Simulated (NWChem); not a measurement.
System: SiCl4; SMILES Cl[Si](Cl)(Cl)Cl

NWChem input:

```
start job
memory heap 200 mb stack 900 mb global 1100 mb
geometry units angstroms noautosym nocenter noautoz
  Cl    -1.160734    -1.429430    -0.904130
  Si    -0.000001    -0.000003     0.000006
  Cl    -1.207013     1.431647     0.837585
  Cl     1.142878    -0.872269     1.463222
  Cl     1.224869     0.870054    -1.396680
end
basis spherical
  * library def2-svpd
end
dft
  xc xpbe96 cpbe96
  iterations 150
end
task dft gradient
```

Excerpt of the output:

```
             Northwest Computational Chemistry Package (NWChem) 7.3.0
             --------------------------------------------------------

                             Geometry "geometry" -> ""
                             -------------------------

 Output coordinates in angstroms (scale by  1.889725989 to convert to a.u.)

  No.       Tag          Charge          X              Y              Z
 ---- ---------------- ---------- -------------- -------------- --------------
    1 Cl                  17.0000    -1.16073400    -1.42943000    -0.90413000
    2 Si                  14.0000    -0.00000100    -0.00000300     0.00000600
    3 Cl                  17.0000    -1.20701300     1.43164700     0.83758500
    4 Cl                  17.0000     1.14287800    -0.87226900     1.46322200
    5 Cl                  17.0000     1.22486900     0.87005400    -1.39668000

 Effective nuclear repulsion energy (a.u.)     519.5049231206

  pbe96 is a nonlocal functional; adding pw91lda local functional.

                                 NWChem DFT Module
                                 -----------------

 Summary of "ao basis" -> "ao basis" (spherical)
 ------------------------------------------------------------------------------
       Tag                 Description            Shells   Functions and Types
 ---------------- ------------------------------  ------  ---------------------
 Cl                        def2-svpd                11       27   5s4p2d
 Si                        def2-svpd                10       24   5s3p2d

            General Information
            -------------------
          SCF calculation type: DFT
          Wavefunction type:  closed shell.
          No. of atoms     :     5
          No. of electrons :    82
           Alpha electrons :    41
            Beta electrons :    41
          Charge           :     0
          Spin multiplicity:     1
          Use of symmetry is: off; symmetry adaption is: off
          Maximum number of iterations: 150
          AO basis - number of functions:   132
                     number of shells:    54
          Convergence on energy requested:  1.00D-06
          Convergence on density requested:  1.00D-05
          Convergence on gradient requested:  5.00D-04

              XC Information
              --------------
          PerdewBurkeErnzerhof Exchange Functional  1.000
            Perdew 1991 LDA Correlation Functional  1.000 local
           PerdewBurkeErnz. Correlation Functional  1.000 non-local

             Grid Information
             ----------------
          Grid used for XC integration:  medium
          Radial quadrature: Mura-Knowles
          Angular quadrature: Lebedev.
          Tag              B.-S. Rad. Rad. Pts. Rad. Cut. Ang. Pts.
          ---              ---------- --------- --------- ---------
          Cl                  1.00       88          12.0       590
          Si                  1.10       88          11.0       590
          Grid pruning is: on
          Number of quadrature shells:   440
          Spatial weights used:  Erf1

      Superposition of Atomic Density Guess
      -------------------------------------

 Sum of atomic energies:       -2126.05724979

      Non-variational initial energy
      ------------------------------

 Total energy =   -2127.271246
 1-e energy   =   -3976.361025
 2-e energy   =    1329.584856
 HOMO         =      -0.430713
 LUMO         =       0.008534

   convergence    iter        energy       DeltaE   RMS-Dens  Diis-err
 ---------------- ----- ----------------- --------- --------- ---------
 d= 0,ls=0.0,diis     1  -2128.8346844312 -2.65D+03  1.82D-02  1.12D+00
 d= 0,ls=0.0,diis     2  -2128.5586855840  2.76D-01  1.28D-02  2.77D+00
 d= 0,ls=0.0,diis     3  -2128.9408268837 -3.82D-01  1.99D-03  8.60D-02
 d= 0,ls=0.0,diis     4  -2128.9531543699 -1.23D-02  3.88D-04  1.37D-03
 d= 0,ls=0.0,diis     5  -2128.9533124068 -1.58D-04  8.28D-05  1.19D-04
  Resetting Diis
 d= 0,ls=0.0,diis     6  -2128.9533286463 -1.62D-05  1.77D-05  4.80D-06
 d= 0,ls=0.0,diis     7  -2128.9533292964 -6.50D-07  2.59D-06  1.95D-08

         Total DFT energy =    -2128.953329296446
      One electron energy =    -3976.404444710457
           Coulomb energy =     1460.948263931842
    Exchange-Corr. energy =     -133.002071638393
 Nuclear repulsion energy =      519.504923120563

 Numeric. integr. density =       81.999999493600

                       DFT Final Molecular Orbital Analysis
                       ------------------------------------

 Vector   39  Occ=2.000000D+00  E=-3.038986D-01
              MO Center= -3.7D-01, -3.7D-01,  3.8D-01, r^2= 4.9D+00
   Bfn.  Coefficient  Atom+Function         Bfn.  Coefficient  Atom+Function
  ----- ------------  ---------------      ----- ------------  ---------------
    91      0.330063  4 Cl py                13     -0.270633  1 Cl py
    88      0.263046  4 Cl py                12      0.255094  1 Cl px
    63     -0.252086  3 Cl px                65     -0.219495  3 Cl pz
    10     -0.215683  1 Cl py                 9      0.203299  1 Cl px
    60     -0.200902  3 Cl px                62     -0.174928  3 Cl pz

 Vector   40  Occ=2.000000D+00  E=-3.038983D-01
              MO Center=  5.2D-01, -1.0D-02,  5.1D-03, r^2= 5.1D+00
   Bfn.  Coefficient  Atom+Function         Bfn.  Coefficient  Atom+Function
  ----- ------------  ---------------      ----- ------------  ---------------
    90      0.316804  4 Cl px               117     -0.304642  5 Cl px
    87      0.252480  4 Cl px               114     -0.242786  5 Cl px
   119     -0.225196  5 Cl pz                14      0.215644  1 Cl pz
    65      0.213441  3 Cl pz                92     -0.203878  4 Cl pz
   116     -0.179472  5 Cl pz                11      0.171859  1 Cl pz

 Vector   41  Occ=2.000000D+00  E=-3.038977D-01
              MO Center= -1.5D-01,  3.8D-01, -3.8D-01, r^2= 5.0D+00
   Bfn.  Coefficient  Atom+Function         Bfn.  Coefficient  Atom+Function
  ----- ------------  ---------------      ----- ------------  ---------------
   118      0.346908  5 Cl py               115      0.276470  5 Cl py
    14     -0.258275  1 Cl pz                64     -0.258319  3 Cl py
    11     -0.205833  1 Cl pz                61     -0.205869  3 Cl py
    65      0.183767  3 Cl pz                12      0.180750  1 Cl px
    63     -0.178884  3 Cl px               119      0.173603  5 Cl pz

 Vector   42  Occ=0.000000D+00  E=-8.430996D-02
              MO Center= -5.8D-06, -8.0D-07,  2.3D-05, r^2= 5.7D+00
   Bfn.  Coefficient  Atom+Function         Bfn.  Coefficient  Atom+Function
  ----- ------------  ---------------      ----- ------------  ---------------
    32      0.884855  2 Si s                 30      0.850185  2 Si s
    31      0.521274  2 Si s                 29      0.412199  2 Si s
    92      0.241172  4 Cl pz                13     -0.235600  1 Cl py
    64      0.235972  3 Cl py               119     -0.230205  5 Cl pz
     4     -0.216713  1 Cl s                 55     -0.216718  3 Cl s

 Vector   43  Occ=0.000000D+00  E=-2.814405D-02
              MO Center= -4.9D-04, -1.1D-03,  1.5D-03, r^2= 5.3D+00
   Bfn.  Coefficient  Atom+Function         Bfn.  Coefficient  Atom+Function
  ----- ------------  ---------------      ----- ------------  ---------------
    39      0.567310  2 Si px                36      0.409495  2 Si px
   109     -0.239024  5 Cl s                 41     -0.229130  2 Si pz
    64     -0.219703  3 Cl py               119     -0.207310  5 Cl pz
   122     -0.195507  5 Cl pz                33     -0.180381  2 Si px
    14      0.175100  1 Cl pz               108     -0.172974  5 Cl s

 Vector   44  Occ=0.000000D+00  E=-2.814276D-02
              MO Center=  1.9D-03, -3.6D-04, -3.5D-04, r^2= 5.3D+00
   Bfn.  Coefficient  Atom+Function         Bfn.  Coefficient  Atom+Function
  ----- ------------  ---------------      ----- ------------  ---------------
    40      0.603562  2 Si py                37      0.435644  2 Si py
    55     -0.228004  3 Cl s                 12      0.211912  1 Cl px
    63     -0.208257  3 Cl px                 4      0.192995  1 Cl s
    34     -0.191900  2 Si py                66     -0.171542  3 Cl px
    54     -0.164993  3 Cl s                 67      0.157259  3 Cl py

     Multipole analysis of the density
     ---------------------------------

     L   x y z        total         alpha         beta         nuclear
     -   - - -        -----         -----         ----         -------
     0   0 0 0     -0.000000    -41.000000    -41.000000     82.000000

     1   1 0 0     -0.000002      0.000012      0.000012     -0.000026
     1   0 1 0     -0.000014      0.000000      0.000000     -0.000015
     1   0 0 1      0.000018     -0.000022     -0.000022      0.000062

     2   2 0 0    -46.883985   -193.748167   -193.748167    340.612349
     2   1 1 0     -0.000018      0.000702      0.000702     -0.001422
     2   1 0 1      0.000051     -0.000358     -0.000358      0.000768
     2   0 2 0    -46.883975   -193.750361   -193.750361    340.616746
     2   0 1 1      0.000003     -0.000192     -0.000192      0.000388
     2   0 0 2    -46.883980   -193.750451   -193.750451    340.616923

[...]

                         DFT ENERGY GRADIENTS

    atom               coordinates                        gradient
                 x          y          z           x          y          z
   1 Cl     -2.193469  -2.701231  -1.708558    0.001641   0.002021   0.001280
   2 Si     -0.000002  -0.000006   0.000011    0.000000  -0.000000   0.000001
   3 Cl     -2.280924   2.705421   1.582806    0.001707  -0.002024  -0.001185
   4 Cl      2.159726  -1.648349   2.765089   -0.001616   0.001235  -0.002070
   5 Cl      2.314667   1.644164  -2.639342   -0.001733  -0.001231   0.001974
```

Level: PBE/def2-SVPD. The geometry was optimised at PBE-D3(BJ)/def2-SVP.
